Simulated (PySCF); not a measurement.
# Which determinant of SO lies lowest?

Unrestricted PBE0; S def2-TZVPPD, O def2-TZVPPD; no relativity (PySCF 2.14). Outer shells of the fragments: S 3s2 3p4; O 2s2 2p4.

Followed along the bond (rough minima from three points):

```json
{"2Ms+1": "3", "unpaired": "π ↑↑", "⟨S²⟩ at the start": "2.01", "R at minimum (Å)": "1.48", "Te (eV)": "0.00"}
{"2Ms+1": "1", "unpaired": "π ↑↓", "⟨S²⟩ at the start": "1.01", "R at minimum (Å)": "1.48", "Te (eV)": "0.31"}
{"2Ms+1": "1", "unpaired": "none", "⟨S²⟩ at the start": "0.00", "R at minimum (Å)": "1.48", "Te (eV)": "1.34"}
{"2Ms+1": "5", "unpaired": "σ ↑, π ↑↑↑", "⟨S²⟩ at the start": "6.01", "R at minimum (Å)": "none in the scan", "Te (eV)": "≤ 6.02"}
```

Solutions found at the starting distance of 1.585 Å, counted from the lowest of them; the search is not exhaustive and high or unbound solutions are not listed, so other states can lie among these:

```
2Ms+1    unpaired   term  E (eV)  ⟨S²⟩  ⟨Lz²⟩  μ (D)
    3        π ↑↑    ³Σ⁻    0.00  2.01   0.00  -1.70
    1        π ↑↓  mixed    0.31  1.01   2.03  -1.72
    1        none  mixed    1.34  0.00   2.01  -1.63
    3        π ↑↑  mixed    3.82  2.01   2.02  -0.27
    3    σ ↑, π ↑     ³Π    4.78  2.06   1.01  -0.75
    1    σ ↓, π ↑  mixed    5.07  1.08   1.04  -0.64
    3    σ ↑, π ↑     ³Π    5.23  2.01   1.01  -0.80
    1    σ ↓, π ↑  mixed    5.61  1.01   1.01  -0.77
    5  σ ↑, π ↑↑↑     ⁵Π    6.68  6.01   1.01   0.25
    5  σ ↑↑, π ↑↑    ⁵Σ⁻    7.70  6.01   0.00  -0.31
    3        π ↑↑  mixed    8.51  2.02   2.01   1.13
```

A term symbol is given only where ⟨S²⟩ and ⟨Lz²⟩ are close to those of a pure state; real π, δ and φ orbitals otherwise mix terms. A positive dipole means S(−)O(+).

The measured ground state is X ³Σ- (Huber and Herzberg, Constants of Diatomic Molecules (1979)).

Counting both spins, an empty level lies below a filled one in some of these solutions, because spin and occupation are held.
